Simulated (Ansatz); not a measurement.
**C2H8N2 (SMILES CN(C)N): levels of theory compared**

Aim: a comparison of 3 runs (HF/STO-3G, B3LYP/6-31G*) of C2H8N2. 

The results are computed with Ansatz 0.2.0.

1 further run of the same task is left out (it didn't finish).

### 1 Starting point

C2H8N2 has 12 atoms, charge 0, and is taken as a singlet. As SMILES, `CN(C)N`. The coordinates come from a PBE0-D4/def2-TZVP relaxation. This is one conformer, not always the lowest.

Bond lengths: C1–N2 1.444 Å, N2–C3 1.443 Å, N2–N4 1.411 Å, C1–H5 1.092 Å, C1–H6 1.107 Å, C1–H7 1.092 Å, C3–H8 1.092 Å, C3–H9 1.089 Å, C3–H10 1.105 Å, N4–H11 1.024 Å, N4–H12 1.013 Å. Some angles: C1–N2–C3 111.9°, C1–N2–N4 112.6°, C3–N2–N4 109.0°, N2–C1–H5 110.0°, N2–C1–H6 112.3°, N2–C1–H7 109.8°, N2–C3–H8 109.5°, N2–C3–H9 109.1°, N2–C3–H10 112.6°, N2–N4–H11 110.5°.

### 2 Energy and gradient at HF/STO-3G (run 1)

molecule.yaml reads:

```yaml
crystal:
  periodic: [false, false, false]
  atoms:
    - {symbol: C, position_ang: [-0.952780, -0.799160, -0.047750]}
    - {symbol: N, position_ang: [-0.054320, 0.204910, 0.471800]}
    - {symbol: C, position_ang: [1.328950, -0.161040, 0.285210]}
    - {symbol: "N", position_ang: [-0.273210, 1.476640, -0.098810]}
    - {symbol: H, position_ang: [-0.758940, -1.759430, 0.435710]}
    - {symbol: H, position_ang: [-0.844930, -0.935230, -1.140790]}
    - {symbol: H, position_ang: [-1.986150, -0.514420, 0.161870]}
    - {symbol: H, position_ang: [1.527520, -1.105400, 0.796580]}
    - {symbol: H, position_ang: [1.963760, 0.615630, 0.709740]}
    - {symbol: H, position_ang: [1.595880, -0.285320, -0.780290]}
    - {symbol: H, position_ang: [-0.434210, 1.395340, -1.106410]}
    - {symbol: H, position_ang: [-1.111540, 1.867480, 0.313130]}
basis:
  gaussian: {orbitals: STO-3G}
hamiltonian: {xc: hf}
output: {forces: true, orbitals: {seedname: orbitals}}
accuracy: high
```

On the command line:

```console
$ ansatz run molecule.yaml --threads 1 --pin off --max-ram 2610MiB --events-out events.jsonl --progress --plain --runs-dir runs
```

The log of the run:

```text
Warning: RAYON_NUM_THREADS=1 ignored (pool sized by the plan → 1); use --threads N
Functional definition: HF
  name "HF"
  exchange = exact_x
  correlation = 0
590 factors; integrals over basis functions are off by at most 2.4e-9 eV
mean field evaluation 1: about -5084.7971 eV, gradient 1.4e1 eV
mean field evaluation 2: about -5085.1164 eV, gradient 1.4e1 eV
mean field evaluation 4: about -5085.9406 eV, gradient 1.1e0 eV
mean field evaluation 8: about -5085.9468 eV, gradient 2.4e-2 eV
mean field -5085.94683477 eV, -186.9050987991 hartree, gradient 1.8e-8 eV, S^2 0.000000; 0 other end points of the search recorded, 0 dependent functions left out
the calculation of the forces begins
reference -5085.94683477 eV, -186.9050987991 hartree; 17, 17 occupied and 11, 11 virtual orbitals, 590 factors
Total energy: -5085.94683477 eV, -186.9050987991 hartree
Atom 0 at    -0.952780    -0.799160    -0.047750 Å, force    -1.283817    -1.533459    -1.137906 eV/Å
Atom 1 at    -0.054320     0.204910     0.471800 Å, force    -0.341745     0.083215     1.697884 eV/Å
Atom 2 at     1.328950    -0.161040     0.285210 Å, force     1.982424    -0.607508    -0.588004 eV/Å
Atom 3 at    -0.273210     1.476640    -0.098810 Å, force     1.078764     1.506405    -0.349915 eV/Å
Atom 4 at    -0.758940    -1.759430     0.435710 Å, force    -0.022126     0.185260    -0.071585 eV/Å
Atom 5 at    -0.844930    -0.935230    -1.140790 Å, force    -0.115406     0.002359     0.481765 eV/Å
Atom 6 at    -1.986150    -0.514420     0.161870 Å, force     0.112498    -0.037046    -0.041867 eV/Å
Atom 7 at     1.527520    -1.105400     0.796580 Å, force     0.005878     0.144807    -0.046857 eV/Å
Atom 8 at     1.963760     0.615630     0.709740 Å, force    -0.004890    -0.073300    -0.017707 eV/Å
Atom 9 at     1.595880    -0.285320    -0.780290 Å, force    -0.068373     0.052154     0.451941 eV/Å
Atom 10 at    -0.434210     1.395340    -1.106410 Å, force    -0.298795    -0.088246    -0.759015 eV/Å
Atom 11 at    -1.111540     1.867480     0.313130 Å, force    -1.044413     0.365359     0.381266 eV/Å
Dipole moment:    -0.206903    -0.198038    -0.275752 e Å
```

Run time: 0.8 s. Hardware: 1 thread of Arm Neoverse V1, shared host; peak memory 0.28 GiB.

### 3 Energy and forces at B3LYP/6-31G(d) (spherical functions) (run 2)

molecule.yaml reads:

```yaml
basis:
  gaussian:
    orbitals: 6-31G_st_-spherical.json
crystal:
  periodic: [false, false, false]
  atoms:
    - symbol: C
      position_ang: [-0.952780, -0.799160, -0.047750]
    - symbol: "N"
      position_ang: [-0.054320, 0.204910, 0.471800]
    - symbol: C
      position_ang: [1.328950, -0.161040, 0.285210]
    - symbol: N
      position_ang: [-0.273210, 1.476640, -0.098810]
    - symbol: H
      position_ang: [-0.758940, -1.759430, 0.435710]
    - symbol: H
      position_ang: [-0.844930, -0.935230, -1.140790]
    - symbol: H
      position_ang: [-1.986150, -0.514420, 0.161870]
    - symbol: H
      position_ang: [1.527520, -1.105400, 0.796580]
    - symbol: H
      position_ang: [1.963760, 0.615630, 0.709740]
    - symbol: H
      position_ang: [1.595880, -0.285320, -0.780290]
    - symbol: H
      position_ang: [-0.434210, 1.395340, -1.106410]
    - symbol: H
      position_ang: [-1.111540, 1.867480, 0.313130]
hamiltonian:
  xc: {name: B3LYP}
accuracy: high
output: {forces: true, orbitals: {seedname: orbitals}}
```

The basis set 6-31G* is read from a file made from the Basis Set Exchange's data (not shown).

On the command line:

```console
$ ansatz run molecule.yaml --threads 1 --pin off --max-ram 2610MiB --events-out events.jsonl --progress --plain --runs-dir runs
```

The log of the run:

```text
Warning: RAYON_NUM_THREADS=1 ignored (pool sized by the plan → 1); use --threads N
Functional definition: B3LYP
  name "B3LYP"
  parameter a0 = 0.2
  parameter ax = 0.72
  parameter ac = 0.81
  exchange = (1 - a0 - ax)*slater_x + ax*b88_x + a0*exact_x
  correlation = (1 - ac)*vwn_rpa_c + ac*lyp_c
1855 factors; integrals over basis functions are off by at most 3.3e-9 eV
mean field evaluation 1: about -5175.8022 eV, gradient 5.5e1 eV
mean field evaluation 2: about -5171.9791 eV, gradient 6.8e1 eV
mean field evaluation 4: about -5182.8730 eV, gradient 2.6e0 eV
mean field evaluation 8: about -5183.1720 eV, gradient 1.6e-1 eV
mean field evaluation 16: about -5183.1721 eV, gradient 7.5e-5 eV
mean field -5183.17210811 eV, -190.4780616930 hartree, gradient 1.9e-8 eV, S^2 0.000000; 0 other end points of the search recorded, 0 dependent functions left out
the calculation of the forces begins
reference -5183.17214217 eV, -190.4780629444 hartree; 17, 17 occupied and 55, 55 virtual orbitals, 1855 factors
Total energy: -5183.17214217 eV, -190.4780629444 hartree
Atom 0 at    -0.952780    -0.799160    -0.047750 Å, force    -0.158883    -0.194588    -0.068999 eV/Å
Atom 1 at    -0.054320     0.204910     0.471800 Å, force    -0.085637    -0.101573     0.375508 eV/Å
Atom 2 at     1.328950    -0.161040     0.285210 Å, force     0.277595    -0.036737    -0.016849 eV/Å
Atom 3 at    -0.273210     1.476640    -0.098810 Å, force     0.234323     0.463820    -0.023728 eV/Å
Atom 4 at    -0.758940    -1.759430     0.435710 Å, force    -0.003330    -0.115800     0.039376 eV/Å
Atom 5 at    -0.844930    -0.935230    -1.140790 Å, force    -0.023583    -0.043975    -0.125530 eV/Å
Atom 6 at    -1.986150    -0.514420     0.161870 Å, force    -0.125047     0.020630     0.016626 eV/Å
Atom 7 at     1.527520    -1.105400     0.796580 Å, force     0.035993    -0.104122     0.051743 eV/Å
Atom 8 at     1.963760     0.615630     0.709740 Å, force     0.071627     0.074514     0.033076 eV/Å
Atom 9 at     1.595880    -0.285320    -0.780290 Å, force     0.069791    -0.023277    -0.108491 eV/Å
Atom 10 at    -0.434210     1.395340    -1.106410 Å, force    -0.073357    -0.009654    -0.250316 eV/Å
Atom 11 at    -1.111540     1.867480     0.313130 Å, force    -0.219493     0.070761     0.077583 eV/Å
Dipole moment:    -0.217573    -0.159209    -0.198554 e Å
```

Run time: 10 s. Hardware: 1 thread of Arm Neoverse V1, shared host; peak memory 0.28 GiB.

### 4 Energy and gradient at B3LYP/6-31G(d) (Cartesian functions) (run 3)

job.yaml reads:

```yaml
crystal:
  periodic: [false, false, false]
  atoms:
    - {symbol: C, position_ang: [-0.952780, -0.799160, -0.047750]}
    - {symbol: N, position_ang: [-0.054320, 0.204910, 0.471800]}
    - {symbol: C, position_ang: [1.328950, -0.161040, 0.285210]}
    - {symbol: N, position_ang: [-0.273210, 1.476640, -0.098810]}
    - {symbol: H, position_ang: [-0.758940, -1.759430, 0.435710]}
    - {symbol: H, position_ang: [-0.844930, -0.935230, -1.140790]}
    - {symbol: H, position_ang: [-1.986150, -0.514420, 0.161870]}
    - {symbol: H, position_ang: [1.527520, -1.105400, 0.796580]}
    - {symbol: H, position_ang: [1.963760, 0.615630, 0.709740]}
    - {symbol: H, position_ang: [1.595880, -0.285320, -0.780290]}
    - {symbol: H, position_ang: [-0.434210, 1.395340, -1.106410]}
    - {symbol: H, position_ang: [-1.111540, 1.867480, 0.313130]}
basis:
  gaussian:
    orbitals: "6-31G*"
hamiltonian:
  xc: {name: B3LYP}
accuracy: high
output: {forces: true, orbitals: {seedname: orbitals}}
```

On the command line:

```console
$ ansatz run job.yaml --threads 1 --pin off --max-ram 2610MiB --events-out events.jsonl --progress --plain --runs-dir runs
```

The log of the run:

```text
Warning: RAYON_NUM_THREADS=1 ignored (pool sized by the plan → 1); use --threads N
[... 7 set-up lines as earlier in the session ...]
1884 factors; integrals over basis functions are off by at most 3.3e-9 eV
mean field evaluation 1: about -5175.9824 eV, gradient 5.6e1 eV
mean field evaluation 2: about -5172.0991 eV, gradient 6.9e1 eV
mean field evaluation 4: about -5183.0728 eV, gradient 2.8e0 eV
mean field evaluation 8: about -5183.2708 eV, gradient 2.0e-1 eV
mean field evaluation 16: about -5183.2709 eV, gradient 6.1e-5 eV
mean field -5183.27085738 eV, -190.4816906616 hartree, gradient 1.6e-8 eV, S^2 0.000000; 0 other end points of the search recorded, 0 dependent functions left out
the calculation of the forces begins
reference -5183.27089141 eV, -190.4816919120 hartree; 17, 17 occupied and 59, 59 virtual orbitals, 1884 factors
Total energy: -5183.27089141 eV, -190.4816919120 hartree
Atom 0 at    -0.952780    -0.799160    -0.047750 Å, force    -0.158742    -0.197685    -0.073997 eV/Å
Atom 1 at    -0.054320     0.204910     0.471800 Å, force    -0.090512    -0.110764     0.391069 eV/Å
Atom 2 at     1.328950    -0.161040     0.285210 Å, force     0.279166    -0.035293    -0.022805 eV/Å
Atom 3 at    -0.273210     1.476640    -0.098810 Å, force     0.253237     0.475279    -0.025447 eV/Å
Atom 4 at    -0.758940    -1.759430     0.435710 Å, force    -0.002911    -0.112477     0.039134 eV/Å
Atom 5 at    -0.844930    -0.935230    -1.140790 Å, force    -0.024058    -0.044748    -0.124352 eV/Å
Atom 6 at    -1.986150    -0.514420     0.161870 Å, force    -0.122085     0.021085     0.017023 eV/Å
Atom 7 at     1.527520    -1.105400     0.796580 Å, force     0.033197    -0.101856     0.051338 eV/Å
Atom 8 at     1.963760     0.615630     0.709740 Å, force     0.067903     0.073282     0.032454 eV/Å
Atom 9 at     1.595880    -0.285320    -0.780290 Å, force     0.070113    -0.023337    -0.106630 eV/Å
Atom 10 at    -0.434210     1.395340    -1.106410 Å, force    -0.080596    -0.009516    -0.254582 eV/Å
Atom 11 at    -1.111540     1.867480     0.313130 Å, force    -0.224711     0.066030     0.076796 eV/Å
Dipole moment:    -0.217892    -0.161356    -0.199565 e Å
```

It took 11 s on 1 thread of Arm Neoverse V1, shared host; peak memory 0.28 GiB.

### 5 The series

```csv
run,level,Cartesian functions,energy (Eh),dipole moment (D),HOMO energy (eV),LUMO energy (eV),wall time
1,HF/STO-3G,no,-186.905099,1.91,-8.12,15.86,0.8 s
2,B3LYP/6-31G* (spherical functions),no,-190.478063,1.61,-5.86,2.06,10 s
3,B3LYP/6-31G* (Cartesian functions),yes,-190.481692,1.62,-5.87,2.04,11 s
```

### 6 Summary of results

```
                       quantity          value
            run 3: total energy  -190.48169 Eh
           run 3: dipole moment         1.62 D
             run 3: HOMO energy       -5.87 eV
             run 3: LUMO energy        2.04 eV
           run 3: HOMO–LUMO gap        7.91 eV
run 3: largest force on an atom     0.539 eV/Å
```

The dipole moment (its size) runs from 1.61 D (B3LYP/6-31G*) to 1.91 D (HF/STO-3G). The two ends differ in method and basis. The HOMO–LUMO gap runs from 7.91 eV (B3LYP/6-31G*) to 23.98 eV (HF/STO-3G). In run 1 the basis is minimal, so the values are rough. All runs together took 22 s, the longest 11 s.
